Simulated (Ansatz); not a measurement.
## Ansatz (development build ahead of 0.2.0) run

```yaml
crystal:
  periodic: [false, false, false]
  atoms:
    - { symbol: H, position_ang: [0.0, 0.32683, -1.049] }
    - { symbol: P, position_ang: [0.0, -0.65366, 0.0] }
    - { symbol: H, position_ang: [0.0, 0.32683, 1.049] }
basis:
  gaussian: { orbitals: def2-SVP }
total_charge: 1
hamiltonian:
  xc: hf
correlation:
  method: mp2
  frozen_orbitals: { H: 0, P: 5 }
```

The input is written out in the form of the current development build from the run's settings.

Output:

```yaml
Converged: yes
Reference_energy: -341.42011 hartree
Correlation_energy: -0.09682 hartree
Total_energy: -341.51693 hartree
Spin_squared_of_the_determinant: 0.000
Stability_test: minimum among restricted orbitals
Occupied_orbitals_by_symmetry_in_an_Abelian_subgroup_alpha;_beta: 5 A1 1 B1 2 B2; 5 A1 1 B1 2 B2
```

Messages of the program:
```
mean field -9290.51439324 eV, -341.4201066147 hartree, gradient 6.2e-6 eV, S^2 0.000000; 0 other ends of a descent, 0 dependent functions left out; unlike orbitals of the two spins would lower it
```
